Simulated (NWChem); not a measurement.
# Basis-set convergence for chloroform (CHCl3)

```xyz
5

Cl     0.8523    -0.0666     1.4736
C     -0.0093     0.4535     0.0000
Cl     0.8523    -0.0666    -1.4736
Cl    -1.6995    -0.1185     0.0000
H     -0.0317     1.5565     0.0000
```
Charge 0, spin multiplicity 1.

Everything below was run with NWChem. The geometry was optimised at PBE/def2-SVP, a minimum by its harmonic frequencies.

Quantity: vertical ionisation energy at the level ΔMP2 (Δ: difference of total energies, the cation a doublet at the parent's geometry with its hole in an orbital of symmetry a' (Cs labels); it is the state that the SCF runs reached, from PBE0 orbitals for Hartree-Fock references, and need not be the lowest).

The correlated methods keep 16 core orbitals frozen. The Pople sets run with spherical d functions. The stability of the SCF solutions was not checked. Open-shell Hartree-Fock references start from PBE0 orbitals; any time given for them includes that run.

Relative cost: rough, from shared machines, SCF included, 6-31G* = 1.

| basis | functions | vertical ionisation energy (eV) | relative cost |
|---|---|---|---|
| 6-31G* | 70 | 11.85 | 1 |
| cc-pVDZ | 73 | (withheld) | under 3 |
| def2-SVP | 73 | 11.57 | under 3 |
| aug-pcseg-1 | 113 | (withheld) | under 3 |
| pcseg-2 | 146 | (withheld) | 6 |
| cc-pVTZ | 146 | 11.84 | 10 |
| def2-TZVPP | 171 | 11.84 | 8 |

Task: Complete the blanks.

Result: 
- cc-pVDZ, vertical ionisation energy (eV): 11.90
- aug-pcseg-1, vertical ionisation energy (eV): 12.05
- pcseg-2, vertical ionisation energy (eV): 11.82
